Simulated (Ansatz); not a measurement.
# C₂H₂F₂: taking an electron away

An exercise on one series of results from a longer session: the logs are not shown, and one member is left open.

Computed with Ansatz 0.2.0, Gaussian basis. Level: unrestricted cation, the program's frozen cores in correlated methods.

Plan: UKS PBE-D4/def2-TZVPP; UKS r2SCAN-D4/def2-TZVPP; UKS PBE0-D4/def2-TZVPP; UKS B3LYP-D4/def2-TZVPP; UKS wB97X-V/def2-TZVPP; UKS wB97M-V/def2-TZVPP; UKS B2PLYP/def2-TZVPP; UHF-CCSD(T)/def2-TZVPP; UHF-MP2/def2-QZVPP; extrapolation to the limit; then −ε(HOMO) from the neutral's earlier runs with LDA (SPW92), PBE-D4, revPBE-D4, BLYP-D4, r2SCAN-D4, B97M-V, PBE0-D4, B3LYP-D4, r2SCANh-D4, r2SCAN0-D4, HSE06-D4, BHLYP-D4, CAM-B3LYP-D4, LC-ωPBE, ωB97X-V, ωB97M-V.

## Structure used throughout

An earlier PBE0-D4 in a triple-zeta def2 set relaxation fixed the geometry.

SMILES `C=C(F)F`, 6 atoms, charge 0, spin multiplicity 1.

Atoms are counted from 1 here; the program's logs count them from 0.

Bond lengths: C1–C2 1.315 Å, C1–H5 1.079 Å, C1–H6 1.079 Å, C2–F3 1.313 Å, C2–F4 1.313 Å. Angles: C2–C1–H5 119.7°, C2–C1–H6 119.7°, H5–C1–H6 120.6°, C1–C2–F3 125.2°, C1–C2–F4 125.2°, F3–C2–F4 109.6°.

Set-up of the first run:

in.yaml reads:

```yaml
crystal:
  periodic: [false, false, false]
  atoms:
    - {symbol: C, position_ang: [-0.115932, 0.470995, -0.544449]}
    - {symbol: C, position_ang: [0.104986, -0.394621, 0.420124]}
    - {symbol: F, position_ang: [-0.454910, -0.363633, 1.607622]}
    - {symbol: F, position_ang: [0.919203, -1.422095, 0.343037]}
    - {symbol: H, position_ang: [0.394220, 0.360591, -1.488397]}
    - {symbol: H, position_ang: [-0.805566, 1.284764, -0.384237]}
basis:
  gaussian: {orbitals: def2-TZVPP}
total_charge: 1
magnetization: {spin_polarized: true, initial_magnetization: 1}
hamiltonian: {xc: pbe, dispersion: d4}
```

Among the steps run: Cation, UKS PBE-D4/def2-TZVPP; Cation, UKS r2SCAN-D4/def2-TZVPP; Cation, UKS PBE0-D4/def2-TZVPP; Cation, UKS B3LYP-D4/def2-TZVPP; Cation, UKS wB97X-V/def2-TZVPP; Cation, UKS wB97M-V/def2-TZVPP; Cation, UKS B2PLYP (frozen core)/def2-TZVPP; Cation, UHF-CCSD(T)/def2-TZVPP; Cation, UHF-MP2/def2-QZVPP.

One table of the session follows, with a row left open; its other results are not shown here.

It belongs to the step «Ionisation energies side by side». For comparison, −ε(HOMO) of the neutral from earlier runs:

| functional | −ε(HOMO) (eV) |
| --- | --- |
| LDA (SPW92) | 6.66 |
| PBE-D4 | 6.45 |
| revPBE-D4 | 6.37 |
| BLYP-D4 | 6.33 |
| r2SCAN-D4 | 6.70 |
| B97M-V | 6.73 |
| PBE0-D4 | 7.77 |
| B3LYP-D4 | ? |
| r2SCANh-D4 | 7.19 |
| r2SCAN0-D4 | 7.94 |
| HSE06-D4 | 7.36 |
| BHLYP-D4 | 8.97 |
| CAM-B3LYP-D4 | 9.19 |
| LC-ωPBE | 10.56 |
| ωB97X-V | 10.16 |
| ωB97M-V | 10.06 |

Q: Estimate the row for B3LYP-D4 from the others.

Worked estimate for «−ε(HOMO) (eV)». Against the share of exact exchange, BLYP-D4 (0, 6.33), BHLYP-D4 (0.5, 8.97) give a slope of 5.28 per unit share; at 0.2 the line stands at 7.39.

As computed: −ε(HOMO) (eV): 7.56. In «−ε(HOMO) (eV)» the line misses by -0.17.

Caveats from the session: The cation may have settled in a state other than its lowest; no search over hole states beyond the program's own was made.
